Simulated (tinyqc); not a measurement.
Extended Hueckel theory, for PH2, step by step. One step of it, computed by the program tinyqc.

Task: Orbitals. Solve H C = S C e through S^(-1/2); fill by pairs from the bottom, a degenerate level sharing its electrons equally; each orbital has its largest coefficient positive (the first on a tie).

H (eV), lower triangle:
```
             1P 3s      1P 3px      1P 3py      1P 3pz       2H 1s       3H 1s
1P 3s   -18.600000
1P 3px    0.000000  -14.000000
1P 3py    0.000000    0.000000  -14.000000
1P 3pz    0.000000    0.000000    0.000000  -14.000000
2H 1s    -9.122113    0.000000   -8.643260   -6.980214  -13.600000
3H 1s    -9.573200    0.000000    8.801011   -7.111281   -1.398708  -13.600000
```

overlap S, lower triangle:
```
           1P 3s    1P 3px     1P 3py    1P 3pz     2H 1s     3H 1s
1P 3s   1.000000
1P 3px  0.000000  1.000000
1P 3py  0.000000  0.000000   1.000000
1P 3pz  0.000000  0.000000   0.000000  1.000000
2H 1s   0.377727  0.000000   0.417549  0.337208  1.000000
3H 1s   0.396406  0.000000  -0.425170  0.343540  0.068564  1.000000
```

valence electrons = 7

Give: orbital energies; occupations; coefficients; sum of one-electron energies.

Result:

orbital energies (eV): -19.6318  -16.3016  -14.9611  -14.0000  -2.0499  2.5574

occupations: 2.0000  2.0000  2.0000  1.0000  0.0000  0.0000

coefficients:
```
            MO1      MO2      MO3     MO4      MO5      MO6
1P 3s    0.7763   0.0066  -0.3910  0.0000   0.0949  -0.8913
1P 3px   0.0000   0.0000   0.0000  1.0000   0.0000   0.0000
1P 3py  -0.0012   0.6013  -0.0075  0.0000   1.1087   0.1612
1P 3pz   0.0296   0.0040   0.8131  0.0000   0.1109  -0.8703
2H 1s    0.2234   0.3800   0.2004  0.0000  -0.9562   0.7810
3H 1s    0.2344  -0.3669   0.1997  0.0000   0.7318   1.0369
```

sum of one-electron energies = -115.7890 eV
